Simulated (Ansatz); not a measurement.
The same path of C2H8Si (11 atoms, charge 0, multiplicity 1) was run twice with different band settings. The coordinate that changes most is the dihedral C1–Si2–C3–H10.

These are results of RKS PBE-D4/def2-SVP in Ansatz 0.2.0, not measurements.

Relaxed end points:

```xyz
11
Properties=species:S:1:pos:R:3
C -1.062 0.978 -0.669
Si -0.312 -0.660 -0.088
C 1.362 -0.397 0.754
H -2.042 0.813 -1.160
H -0.396 1.483 -1.397
H -1.221 1.667 0.186
H -0.141 -1.581 -1.271
H -1.260 -1.333 0.874
H 2.086 0.076 0.060
H 1.792 -1.362 1.090
H 1.260 0.259 1.643
```

```xyz
11
Properties=species:S:1:pos:R:3
C -1.264 0.931 -0.246
Si -0.213 -0.641 -0.298
C 1.473 -0.370 0.519
H -2.249 0.770 -0.729
H -0.757 1.764 -0.774
H -1.446 1.251 0.801
H -0.015 -1.069 -1.731
H -0.942 -1.758 0.409
H 2.081 -1.297 0.498
H 1.354 -0.063 1.578
H 2.043 0.424 -0.006
```

Common settings: movable images 5; climbing image yes; optimiser quadratic models (default); start path IDPP; force threshold 0.05 eV/Å; iteration limit 60; end points relaxed.

| run | spring |
| --- | --- |
| 1 | 5.0 eV/Å² |
| 2 | 2.0 to 10.0 eV/Å², energy-weighted |

(1) What does each run give, and how far can it be trusted?

Answers

(1) Run 1: converged after 3 iterations, highest image 0.067 eV above the first end. A vibrational analysis at the climbing image gives one clearly imaginary mode, 163i cm⁻¹: a first-order saddle point.
Run 2: converged after 3 iterations, highest image 0.067 eV above the first end. Another band between the same ends (5 images) ends at a top of the same energy, where a vibrational analysis finds 1 clearly imaginary mode.
